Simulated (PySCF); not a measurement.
**Continuum solvent and chemical shifts**

Mapped SMILES: `[CH3:1][CH2:2][CH2:3][O:4][CH3:5]`; H(Xn) means a hydrogen on atom n.

GIAO PBE0/pcSseg-1 in PySCF 2.14.0 with density-fitted response routines on one PBE0-D3(BJ)/def2-SVP conformer, non-relativistic, equivalent nuclei averaged. Solvents enter as an IEF-PCM continuum (benzene with ε = 2.3, chloroform with ε = 4.7, dichloromethane with ε = 8.9) around the gas-phase geometry. Shifts are referred to TMS computed in the same medium.

Gas phase, δ in ppm: C3 77.3, C5 59.3, C2 26.2, C1 11.3, H(C5) 3.29, H(C3) 2.94, H(C2) 1.51, H(C1) 0.86. Dipole moment 1.13 D.

(1) How does each δ change in the continuum?

(2) Which nuclei move most (in ppm), and what does the model miss?

## Answers

(1) 
```
atoms                              environment  Δδ, benzene  Δδ, chloroform  Δδ, dichloromethane
   C3                      sp3 CH2 bonded to O         +0.2            +0.3                 +0.4
   C5                methyl carbon bonded to O         +0.4            +0.6                 +0.7
   C2                                  sp3 CH2         +0.4            +0.7                 +0.9
   C1                            methyl carbon          0.0            +0.1                 +0.1
H(C5)  hydrogen on a methyl carbon bonded to O        +0.05           +0.08                +0.09
H(C3)       hydrogen on an sp3 CH2 bonded to O        +0.05           +0.09                +0.11
H(C2)                   hydrogen on an sp3 CH2        -0.03           -0.06                -0.08
H(C1)              hydrogen on a methyl carbon        +0.02           +0.03                +0.04
```

Changes are relative to the gas phase. The dipole moment becomes 1.30 D in benzene, 1.42 D in chloroform, 1.49 D in dichloromethane.

(2) C2 (sp3 CH2, +0.9 ppm) in dichloromethane. A continuum only polarises the solute; specific hydrogen bonds, the anisotropy of aromatic solvents and changes of geometry or conformer are outside it.
